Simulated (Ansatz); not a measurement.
For GeSe (Pnma, No. 62), LDA (plane waves, PAW; Ansatz, a program for electronic structure) gives:

| Item | Value |
|---|---|
| cohesive energy | 4.28 eV/atom |
| band gap | 0.28 eV |

Problem. What does HSE06 in Ansatz (plane waves, PAW) give for the same quantities?

Solution. 
- cohesive energy: 3.26 eV/atom (shrinks by 1.02 eV/atom)
- band gap: 1.38 eV (increases by 1.10 eV)

Changes are worked out from the printed values.

Unless a cell is named, each level is at its own relaxed cell (LDA 21.37, HSE06 24.22 Å³/atom).

Levels without +SOC have no spin–orbit coupling; where heavier elements are present it shifts gaps, mostly down, and can invert bands. Density-functional gaps are differences of (generalised) Kohn–Sham levels.

Caveats: LDA has no dispersion term either, though it tends to give short spacings of layers, chains or molecules (LDA); the cell comes from a level without a dispersion term, which matters for the spacing of layers, chains or molecules (HSE06). Ansatz's density-functional and Hartree–Fock values are scalar-relativistic unless marked +SOC, with PAW data made under PBE.
